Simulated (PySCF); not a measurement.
**XPS shifts beside NMR shieldings**

Species: C4H7N.
Atom-mapped SMILES: `[CH2:1]=[C:2]1[CH2:3][C@@H:4]1[NH2:5]`

Cartesian coordinates in Å at the PBE0-D3(BJ)/def2-SVP level; atoms count from 1:
```
atom  x, y, z in Å
C1     1.8542   -0.5782    0.5891
C2     0.7713   -0.1360   -0.0282
C3     0.1316    0.8651   -0.8778
C4    -0.6574   -0.3165   -0.3108
N5    -1.5984   -0.0476    0.7313
H6     2.8090   -0.0506    0.5066
H7     1.8283   -1.4824    1.2047
H8    -0.0867    1.8395   -0.4280
H9     0.3483    0.8836   -1.9516
H10   -0.8902   -1.1050   -1.0479
H11   -1.6674   -0.8385    1.3674
H12   -2.5268    0.1092    0.3449
```

Binding energies: delta-SCF UKS SCAN, pcX-2 on the ionised atom, pcseg-1 elsewhere, spin-free X2C (PySCF). Shieldings: GIAO CAM-B3LYP/pcSseg-2, non-relativistic, same geometry.

```csv
atom,C 1s (eV)
C1,290.13
C2,290.42
C3,290.52
C4,291.41
```

Q: What are the absolute isotropic shieldings of these atoms?

A: 
| atom | environment | C 1s (eV) | isotropic shielding (ppm) |
| --- | --- | --- | --- |
| C1 | terminal =CH2 carbon | 290.13 | 68.2 |
| C2 | fully substituted alkene carbon | 290.42 | 28.1 |
| C3 | allylic carbon | 290.52 | 166.4 |
| C4 | sp3 carbon bound to nitrogen | 291.41 | 153.7 |

Q: Among the listed atoms, is the one with the highest binding energy also the least shielded?

A: No. The highest binding energy is at C4 (291.41 eV, shielding 153.7 ppm), the lowest shielding at C2 (28.1 ppm, 290.42 eV).

By binding energy: C1 < C2 < C3 < C4. By shielding: C2 < C1 < C4 < C3.

Geometry: PBE0-D3(BJ)/def2-SVP, one conformer, isolated molecule.
